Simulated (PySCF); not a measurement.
Fill in the blanks.

Species: C₅H₈O.
SMILES: `CO[C@]12C[C@H]1C2`

Conformer (atom-mapped SMILES and torsion angles): `[CH3:1][O:2][C@:3]12[CH2:4][C@H:5]1[CH2:6]2`: C1–O2–C3–C4 -97°.

```csv
property,level,value
point group,PBE0-D3(BJ)/def2-SVP,Cs
"rotational constants A, B, C",PBE0-D3(BJ)/def2-SVP,?
dipole moment,PBE0/def2-SVPD,?
HOMO energy,PBE0/def2-SVPD,-6.94 eV
LUMO energy,PBE0/def2-SVPD,0.84 eV
lowest singlet excitation,TDDFT PBE0/def2-SVPD,"6.70 eV (185 nm, f = 0.034)"
strongest line among the 6 lowest singlet transitions,TDDFT PBE0/def2-SVPD,?
static isotropic polarisability,PBE0/def2-SVPD,?
electronic spatial extent ⟨r²⟩ about the centre of nuclear charge,PBE0/def2-SVPD,?
```

The electronic properties come from PySCF, for the isolated species, density fitting. Isolated species at its PBE0-D3(BJ)/def2-SVP geometry (one conformer only).

Question: The dipole moment?

Answer: 0.78 D.

Question: What is the static isotropic polarisability?

Answer: 61.4 au.

Question: What is the strongest line among the 6 lowest singlet transitions?

Answer: S6 at 7.77 eV (160 nm, f = 0.054).

Question: What are the rotational constants A, B, C?

Answer: 7.696, 2.870, 2.529 GHz.

Question: The electronic spatial extent ⟨r²⟩ about the centre of nuclear charge?

Answer: 563 bohr².

No computed singlet falls in the visible range (750 to 380 nm, 1.65 to 3.26 eV); S1 lies 3.44 eV above its blue end. The polarisability is 9.09 Å³ as a volume (1 au = 0.148185 Å³), or 1.33 au for each of the 46 electrons. The 6 singlets span 6.70 to 7.77 eV, and their oscillator strengths add up to 0.14.

For the TDDFT job (PBE0/def2-SVPD), time: 24 s of wall time. Hardware: Arm Neoverse V1, one thread, no GPU (shared host).
